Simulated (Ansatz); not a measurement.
Input for Ansatz (development build ahead of 0.2.0):

```yaml
crystal:
  periodic: [false, false, false]
  atoms:
    - { symbol: C, position_ang: [0.0, 0.0, -1.41239] }
    - { symbol: C, position_ang: [0.0, 0.0, 0.0] }
    - { symbol: C, position_ang: [0.0, 0.0, 1.41239] }
    - { symbol: H, position_ang: [0.0, -1.01173, -2.0249] }
    - { symbol: H, position_ang: [0.0, 1.01173, -2.0249] }
    - { symbol: H, position_ang: [-1.01173, 0.0, 2.0249] }
    - { symbol: H, position_ang: [1.01173, 0.0, 2.0249] }
basis:
  gaussian: { orbitals: cc-pVDZ }
hamiltonian:
  xc: hf
```

The input is written out in the form of the current development build from the run's settings.

Output:

- Converged: yes
- Total energy: -115.81883 hartree
- Spin squared of the determinant: 0.000

Caution: no unrestricted run beside it, a lower state can exist.
